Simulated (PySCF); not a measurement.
**F₂⁻ at UHF-MP2**

Computed with UHF-MP2; PySCF, no relativity, basis sets F aug-pcseg-1.

```json
{"state": "doublet, unpaired electrons σ ↑", "bond length": "1.922 Å", "harmonic wavenumber": "485 cm⁻¹", "force constant": "1.32 mdyn/Å", "rotational constant Be": "0.4806 cm⁻¹", "anharmonicity ωexe": "5.61 cm⁻¹", "vibration–rotation constant αe": "0.00687 cm⁻¹", "well depth De to F + F⁻": "1.19 eV", "dissociation energy D0": "1.16 eV"}
```

Correlated steps freeze 2 core orbitals. Correlated levels converge slowly with the basis: in double zeta they bind strong bonds too weakly, by up to about 1 eV, and carry superposition errors of some tenths. The state is the lowest determinant that a PBE0 search found; another state may lie lower at other levels.
